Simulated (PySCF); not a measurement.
A thermochemical cycle for SiN

CCSD(T) in PySCF with def2-SVP on every atom, for the lowest determinant that a PBE0 search found; no spin–orbit coupling. SiN, a doublet (σ ↑), has De = 3.85 eV to neutral atoms, and SiN⁺, a triplet (π ↑↑), has De = 1.90 eV to Si⁺ + N.

At the same level the Si atom ionises at 7.88 eV.

Q: What is the adiabatic ionisation energy of the molecule, and does ionisation strengthen or weaken the bond?

A: IE = IE(Si) + De(neutral) − De(ion) = 7.88 + 3.85 − 1.90 = 9.83 eV. De changes by -1.95 eV, so ionisation weakens the bond.

Correlated steps freeze 6 core orbitals. UHF and ROHF references stand side by side, which adds small steps between rows. Correlated levels converge slowly with the basis: in double zeta they bind strong bonds too weakly, by up to about 1 eV, and carry superposition errors of some tenths. For an ion De counts to the pair picked by the measured ionisation energies or electron affinities, which need not be the lowest pair at this level. The CCSD T1 diagnostic is raised in SiN, a sign that a single reference may not be enough there. States were picked by a PBE0 search and need not be the measured ground states.
